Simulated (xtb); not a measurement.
Harmonic IR lines of one isomer of C$_{4}$H$_{8}$, unscaled. Level of theory: xtb with GFN2-xTB.

```csv
wavenumber (cm⁻¹),relative intensity
988,9.8
1007,13
1124,13
1282,10
1402,3.0
1481,4.4
1487,4.7
2993,40
3008,43
3035,5.2
3057,100
```

Q: Say which structure gives these lines.
A. `C=CCC`
B. `CC1CC1`
C. `C/C=C/C`
D. `C=C(C)C`

A: C, `C/C=C/C`
